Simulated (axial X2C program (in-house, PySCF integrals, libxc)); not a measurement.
## Which molecule has these constants?

All values come from calculations with an in-house all-electron X2C program for linear molecules (integrals from PySCF), spin-free (one-electron X2C) or two-component (2c: spin–orbit coupling with atomic mean-field Coulomb and Gaunt terms, which also bring small scalar terms), in Dyall basis sets with cores contracted in-house; open shells are unrestricted.

A two-component PBE0 calculation in a Dyall 3-zeta basis gave Re = 1.687 Å, ωe = 1000.3 cm⁻¹, De = 6.04 eV, Ω = 0.

Problem. Which molecule is it?
A. LiS⁻
B. BS⁻
C. SO⁻
D. SN⁻
E. SF⁻

Solution. B. The others have SN⁻ 1.589 Å and 960.5 cm⁻¹ (Ω = 1); SO⁻ 1.576 Å and 934.5 cm⁻¹ (Ω = 3/2); SF⁻ 1.719 Å and 663.4 cm⁻¹ (Ω = 0); LiS⁻ 2.054 Å and 654.9 cm⁻¹ (Ω = 0).

Each entry is the lowest single determinant of a limited PBE0 search at one distance. De goes to single-determinant-based atoms at the same level (for ions the charge split of lowest energy) and is withheld (n/a) where an atom does not fit its ground term or J level. Main or longest-lived isotopes. One determinant is a doubtful description, or other states lie close, for SN⁻; these need not be ground states, and all values refer to the states named. Some open-shell Ω = 0 determinants are out of reach, so the Ω given for SN⁻ need not be the lowest component. With several unpaired electrons the Ω given is that of one determinant, not necessarily of the lowest component. Some light 2c atoms are not at their ground J level, so De misses part of their lowering (0.04 eV or less). The functionals have no current term, which raises determinants with orbital currents.
